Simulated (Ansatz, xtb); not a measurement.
# Two isomers of C5H11Cl

We compare X, `CC(C)CCCl`, a singlet, with Y, `CCC(C)(C)Cl`, a singlet. Both are isolated molecules in the gas phase, relaxed with PBE-D3(BJ)/def2-SVP; each stands in its lowest conformer found.

Which of the two would you expect CCSD(T)/def2-SVP + ΔMP2/def2-TZVPP electronic energies to favour?

Structure Y; the calculation gives E(Y) − E(X) = −4.4 kcal/mol.

Level by level:

```json
{"level": "GFN2-xTB", "geometry": "GFN2-xTB", "E(Y) − E(X) (kcal/mol)": "−5.1", "departure from the last row (kcal/mol)": "−0.7", "job, with rough time for the two": "optimisation, 0.17 s"}
{"level": "HF/STO-3G", "geometry": "GFN2-xTB", "E(Y) − E(X) (kcal/mol)": "−2.3", "departure from the last row (kcal/mol)": "+2.1", "job, with rough time for the two": "single point, 0.58 s"}
{"level": "r2SCAN-D4/def2-SVP", "geometry": "GFN2-xTB", "E(Y) − E(X) (kcal/mol)": "−5.2", "departure from the last row (kcal/mol)": "−0.8", "job, with rough time for the two": "single point, 4.7 s"}
{"level": "PBE-D3(BJ)/def2-SVP", "geometry": "PBE-D3(BJ)/def2-SVP", "E(Y) − E(X) (kcal/mol)": "−4.3", "departure from the last row (kcal/mol)": "+0.1", "job, with rough time for the two": "optimisation, 26 s"}
{"level": "HF/def2-SVP", "geometry": "PBE-D3(BJ)/def2-SVP", "E(Y) − E(X) (kcal/mol)": "−3.2", "departure from the last row (kcal/mol)": "+1.2", "job, with rough time for the two": "part of the CCSD(T) run"}
{"level": "MP2/def2-SVP", "geometry": "PBE-D3(BJ)/def2-SVP", "E(Y) − E(X) (kcal/mol)": "−5.5", "departure from the last row (kcal/mol)": "−1.2", "job, with rough time for the two": "part of the CCSD(T) run"}
{"level": "CCSD(T)/def2-SVP", "geometry": "PBE-D3(BJ)/def2-SVP", "E(Y) − E(X) (kcal/mol)": "−5.1", "departure from the last row (kcal/mol)": "−0.7", "job, with rough time for the two": "single point"}
{"level": "CCSD(T)/def2-SVP + ΔMP2/def2-TZVPP", "geometry": "PBE-D3(BJ)/def2-SVP", "E(Y) − E(X) (kcal/mol)": "−4.4", "departure from the last row (kcal/mol)": "", "job, with rough time for the two": "single point, 84 s"}
```

As drawn, both hold the same kinds of bond in the same numbers. Structure X has 2 methyl groups, Y 3.

None of the levels shown reverses the order. The largest departure from CCSD(T)/def2-SVP + ΔMP2/def2-TZVPP is that of HF/STO-3G, 2.1 kcal/mol. The last row adds to CCSD(T) the change of the MP2 difference between the two basis sets, here +0.7 kcal/mol.

With thermal terms from frequencies at re-optimised GFN2-xTB minima (ideal gas, soft modes damped towards free rotors, one conformer each, 298.15 K, 1 atm): the zero-point term adds −0.4 kcal/mol; ΔH is −4.7 and ΔG −4.4 kcal/mol.

Tabulated enthalpies of formation at 298 K are −179.7 kJ/mol for X (CRC Handbook of Chemistry and Physics) and −202.2 kJ/mol for Y (CRC Handbook of Chemistry and Physics), a difference of −5.4 kcal/mol. Calculated less tabulated ΔH, with the same thermal term: GFN2-xTB 0.0, HF/STO-3G +2.8, r2SCAN-D4/def2-SVP −0.1, PBE-D3(BJ)/def2-SVP +0.8, HF/def2-SVP +1.9, MP2/def2-SVP −0.5, CCSD(T)/def2-SVP 0.0, CCSD(T)/def2-SVP + ΔMP2/def2-TZVPP +0.7 kcal/mol. Handbook values carry no stated uncertainty.

The correlated steps freeze 10 core orbitals. Run with Ansatz 0.2.0, xtb 6.7.1; the last row on 2 threads of Intel(R) Xeon(R) Platinum 8375C CPU @ 2.90GHz (Ice Lake) on a shared host.
